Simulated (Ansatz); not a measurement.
**Multireference treatment of C2H2N2O, singlet**

Computed with Ansatz's Gaussian-basis code (development build). Basis cc-pVTZ, nonrelativistic, 5 orbitals frozen in the corrections. State-specific CASSCF; RHF is the lowest restricted (open-shell) Hartree–Fock solution met. Letters tell apart solutions met in one space. Solutions may break the symmetry of the shape. Lower solutions, or ones in other orbitals, may exist.

Geometry:

```xyz
7

O     0.0000    0.0039    1.1330
N     0.0000   -1.1464    0.3428
C     0.0000   -0.6618   -0.8838
N     0.0000    0.7089   -0.9758
C     0.0000    1.0475    0.2819
H     0.0000   -1.3181   -1.7425
H     0.0000    2.0349    0.7213
```

CASSCF less RHF, in eV, and natural occupations:

```json
{"CAS": "(6,5) a", "CASSCF": "-1.777", "occupations": "2.00, 1.98, 1.94, 0.07, 0.02"}
{"CAS": "(6,5) b", "CASSCF": "-1.619", "occupations": "1.99, 1.94, 1.90, 0.09, 0.06"}
```

Task: What totals less RHF do the corrections give on each solution?

Result: 

| CAS | SC-NEVPT2 |
| --- | --- |
| (6,5) a | -24.923 |
| (6,5) b | -25.648 |

Task: In CAS(6,5), is the solution lowest in CASSCF also lowest after SC-NEVPT2?

Result: No: (6,5) b is lowest after SC-NEVPT2, 0.73 eV under (6,5) a, which leads in CASSCF.

Task: How do single-reference totals in the same basis and frozen core stand against SC-NEVPT2 in CAS(6,5) a?

Result: CCSD(T) -2.130 eV. Coupled cluster stands on the determinant that it favours, which can lie over the RHF solution above, and is in doubt where the occupations are far from 0, 1 and 2.

Task: Roughly how much CPU time does a whole run from the default start take (median of such runs, summed over threads; nearly all runs on one pinned thread of a shared server, mostly Xeon at 2.3 to 2.6 GHz, by a development driver)?

Result: CAS(6,5) a: about 90 s. Other jobs ran beside these, and the count of passes differs.
